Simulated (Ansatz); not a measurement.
System: rhombohedral A7 As. Method: r²SCAN-D4 in Ansatz (PAW).

Run with plane-wave cutoff 560 eV, 18×18×18 k mesh, Fermi–Dirac smearing 0.05 eV, scalar-relativistic PAW data made under PBE.

The cell is scaled about its equilibrium volume:

Shape and atoms are relaxed at each volume.

| V (Å³/atom) | P (GPa) | c (Å) | a (Å) |
|---|---|---|---|
| 21.231 | 1.15 | 10.445 | 3.753 |
| 21.673 | 0.46 | 10.656 | 3.754 |
| 22.115 | 0.00 | 10.903 | 3.749 |
| 22.558 | -0.27 | 11.196 | 3.736 |
| 23.000 | -0.37 | 11.538 | 3.716 |

Note: the bulk modulus comes from volumes at which shape and atoms were relaxed.

Ansatz is a first-principles code.
